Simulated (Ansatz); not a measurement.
Born–Oppenheimer molecular dynamics of BH₄NO (7 atoms, charge 0, multiplicity 1). It starts from a rough guess of a transition structure, not a stationary point.

Theory: Ansatz, UKS B3LYP-D4/def2-SVP.

- ensemble: NVE (velocity Verlet)
- time step: 0.5 fs
- steps asked: 150
- starting velocities drawn for: 600 K
- seed: 366170

First frame:

```xyz
7
Properties=species:S:1:pos:R:3
B 0.037 0.618 0.356
O -0.139 -1.083 0.718
N -0.211 0.439 -0.938
H -0.326 -0.833 -0.524
H 0.280 1.340 1.223
H 0.706 -1.488 0.919
H -0.348 1.006 -1.754
```

(1) How far do the bonds stretch over the last three quarters of this one trajectory? (Pairs bonded in most of those frames.)

Answers

(1) 
```json
{"bond": "B1–O2", "mean (Å)": "1.408", "spread (Å)": "0.100", "shortest": "1.19", "longest": "1.59"}
{"bond": "B1–N3", "mean (Å)": "1.466", "spread (Å)": "0.124", "shortest": "1.31", "longest": "1.70"}
{"bond": "B1–H5", "mean (Å)": "1.226", "spread (Å)": "0.031", "shortest": "1.16", "longest": "1.28"}
{"bond": "O2–H6", "mean (Å)": "0.978", "spread (Å)": "0.019", "shortest": "0.94", "longest": "1.02"}
{"bond": "N3–H4", "mean (Å)": "1.046", "spread (Å)": "0.086", "shortest": "0.90", "longest": "1.17"}
{"bond": "N3–H7", "mean (Å)": "1.032", "spread (Å)": "0.037", "shortest": "0.97", "longest": "1.11"}
```

Mean temperature of the second half: 2563 K. The conserved energy stayed within 1.4 meV per atom of its start (net change -0.74 meV per atom), so the integration is sound. The system heated up, since it started high on the potential surface and ran downhill. A run of 0.075 ps of so small a system gives no equilibrium averages. The orbitals stay closed-shell, which can raise the energy where a bond breaks towards radicals; this wasn't checked here.

The run took 5.8 min on 1 thread of Arm Neoverse V2, with other jobs on the host, peak memory 0.13 GiB.
